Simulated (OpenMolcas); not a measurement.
# BNH3 (SMILES [BH]N): methods side by side

BNH3 has 5 atoms, charge 0, and is taken as a doublet. As SMILES, `[BH]N`. The shape is that of a GFN2-xTB optimisation. This is one conformer, not always the lowest.

Each level gives the vertical energy of the quartet above the doublet (eV). The values are calculated.

| level | kind | program | value (eV) | less FCI/STO-3G | CPU time (all runs) |
| --- | --- | --- | --- | --- | --- |
| UHF/STO-3G | Hartree–Fock | OpenMolcas | 6.50 | -0.79 | 4 s |
| USVWN5/STO-3G | LDA | OpenMolcas | 7.95 | +0.66 | 15 s |
| UPBE/STO-3G | GGA | OpenMolcas | 7.76 | +0.47 | 19 s |
| UM06-2X/STO-3G | hybrid meta-GGA | OpenMolcas | 7.92 | +0.63 | 20 s |
| UPBE0/STO-3G | global hybrid | OpenMolcas | 7.63 | +0.34 | 19 s |
| CASPT2(3,3)/STO-3G | multireference | OpenMolcas | 7.31 | +0.02 | 4.8 s |
| MRCI(3,3)/STO-3G | multireference | OpenMolcas | 7.27 | -0.02 | 5.3 s |
| FCI/STO-3G | exact in the basis | OpenMolcas | 7.29 | 0.00 | 28 s |

FCI/STO-3G is exact within its basis and frozen core, so for wave-function methods in that basis the difference is their error; functionals converge differently with the basis, so for them it is only a difference. The values span 6.50 to 7.95 eV. All rows use very small basis sets, so even the best lies far from the true value. Times are those of the runs behind each value, whatever else they computed, on shared processors of several kinds: orders of magnitude only.
